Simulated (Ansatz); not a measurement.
# CH3FSi: short molecular-dynamics run in Python

How does CH3FSi move over a short run? Wanted for CH3FSi: a short molecular-dynamics run. SMILES: C[Si]F.

Program: Ansatz 0.2.0, driven from Python. Level of theory: BLYP/def2-SVP. These are calculated values, not measurements.

## 1. Starting point

Bond lengths: C1–Si2 1.790 Å, Si2–F3 1.589 Å, C1–H4 1.112 Å, C1–H5 1.100 Å, C1–H6 1.095 Å. Angles: C1–Si2–F3 106.4°, Si2–C1–H4 111.2°, Si2–C1–H5 115.5°, Si2–C1–H6 115.1°, H4–C1–H5 102.1°, H4–C1–H6 105.7°, H5–C1–H6 106.0°.

No structure file is read: the coordinates are typed or built in the script.

## 2. Script

The input, ch3fsi.py:

```python
"""Molecular dynamics of one CH3FSi molecule."""

import warnings

import ansatz as az
import numpy as np

warnings.simplefilter("ignore", az.DeckWarning)

geometry_ang = [
    ("C", (-0.3082, 0.3455, -0.1817)),
    ("Si", (0.4526, -0.5827, 1.146)),
    ("F", (1.4153, -1.6423, 0.4567)),
    ("H", (-0.9724, 1.1442, 0.2143)),
    ("H", (0.384, 0.9157, -0.8183)),
    ("H", (-0.9292, -0.2444, -0.8632)),
]
ch3fsi = az.Crystal.molecule()
for symbol, xyz in geometry_ang:
    ch3fsi = ch3fsi.atom(symbol, xyz)

setup = (
    ch3fsi.calculation()
    .basis(gaussian="def2-SVP")
    .functional("BLYP")
    .md("nvt_langevin", timestep=0.25, steps=20, temperature=800, initial_velocities="maxwell_boltzmann", seed=45, friction=0.02)
)
frames = []
done = setup.session().plan().execute(on_event=lambda e: frames.append(e["data"]) if e["event"] == "md_step" else None)
print("t (fs)   E_pot (eV)      E_kin (eV)   T (K)   d(0-1) (A)")
for f in frames[::2]:
    xyz = np.array(f["positions_ang"])
    print(f"{f['time_fs']:6.2f} {f['lagrangian_ev']:14.5f} {f['e_kin_ev']:10.5f} {f['temperature_k']:8.1f} {np.linalg.norm(xyz[0] - xyz[1]):9.4f}")
print("mean temperature", round(float(np.mean([f["temperature_k"] for f in frames])), 1), "K")
```

## 3. The calls as engine input

The package turns the script's settings into the engine's input:

```yaml
crystal:
  periodic: [false, false, false]
  atoms:
    - { symbol: C, position_ang: [-0.3082, 0.3455, -0.1817] }
    - { symbol: Si, position_ang: [0.4526, -0.5827, 1.146] }
    - { symbol: F, position_ang: [1.4153, -1.6423, 0.4567] }
    - { symbol: H, position_ang: [-0.9724, 1.1442, 0.2143] }
    - { symbol: H, position_ang: [0.384, 0.9157, -0.8183] }
    - { symbol: H, position_ang: [-0.9292, -0.2444, -0.8632] }
basis:
  gaussian:
    orbitals: def2-SVP
hamiltonian:
  xc: blyp
md:
  timestep: 0.25
  n_steps: 20
  ensemble: nvt_langevin
  temperature: 800.0
  friction: 0.02
  initial_velocities: maxwell_boltzmann
  seed: 45
```

## 4. Launch

Started as:

```
$ python ch3fsi.py
```

Q: Predict the main results. Wanted: total energy; dipole moment; mean temperature, second half; farthest move.

**Answer**, as computed:

| quantity | value |
| --- | --- |
| total energy | -11674.0364 eV |
| dipole moment | 2.15 D |
| length of the run | 20 steps, 5 fs |
| mean temperature, second half | 589 K |
| farthest move | 0.17 Å |

In words: The temperature swings between 465 and 760 K, with a mean of 589 K in the second half; 6 atoms fluctuate widely. A run of 5 fs is far too short for averages. What to keep in mind:
- The trajectory is only some femtoseconds long, and gives no averages; where the script doesn't relax first, it starts from a rough generated geometry.
- The printed temperature counts all 3N degrees of freedom under Langevin dynamics, so the first row lies under the target.
